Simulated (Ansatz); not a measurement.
**Wurtzite GaN: properties by level of theory**

Reference values: lattice constant a 3.189 Å (measured, room temperature, not corrected to a static lattice; as tabulated in Lucero et al. (2012), arXiv:1111.4515); lattice parameter c 5.185 Å (measured, room temperature, not corrected to a static lattice; as tabulated in Lucero et al. (2012), arXiv:1111.4515); cohesive energy 4.53 eV/atom (measured, temperature not stated, not corrected to a static lattice; as tabulated in Zoroddu et al. (2001), arXiv:cond-mat/0011434).

```
level (code)           equilibrium lattice constant a (Å)  c axis length (Å)  cohesive energy (eV/atom)
---------------------  ----------------------------------  -----------------  -------------------------
PBE-D4 (Ansatz)                                     3.185              5.189                       4.79
r²SCAN+rVV10 (Ansatz)                               3.176              5.173                 (withheld)
PBE0 (Ansatz)                                       3.184              5.177                       4.33
```

Task: Complete the blanks.

Result: 
- r²SCAN+rVV10 (Ansatz, a quantum-chemistry and plane-wave program), cohesive energy (eV/atom): 4.63

Differences from the reference values (errors of the level alone only where the reference is corrected to a static lattice):

```
level         lattice constant a (%)  lattice parameter c (%)  cohesive energy (eV/atom)
------------  ----------------------  -----------------------  -------------------------
PBE-D4                         -0.13                    +0.08                      +0.26
r²SCAN+rVV10                   -0.41                    -0.23                      +0.10
PBE0                           -0.16                    -0.15                      -0.20
```

Nearest: lattice constant a, not ranked (reference at room or unstated temperature); lattice parameter c, not ranked (reference at room or unstated temperature); cohesive energy, not ranked (reference at room or unstated temperature).

Ansatz's density-functional and Hartree–Fock values are scalar-relativistic unless marked +SOC, with PAW data made under PBE.

Differences are worked out from the printed values.

Free atoms are spin-polarised, in the lowest state found; at levels without +SOC their spin–orbit coupling is left out.
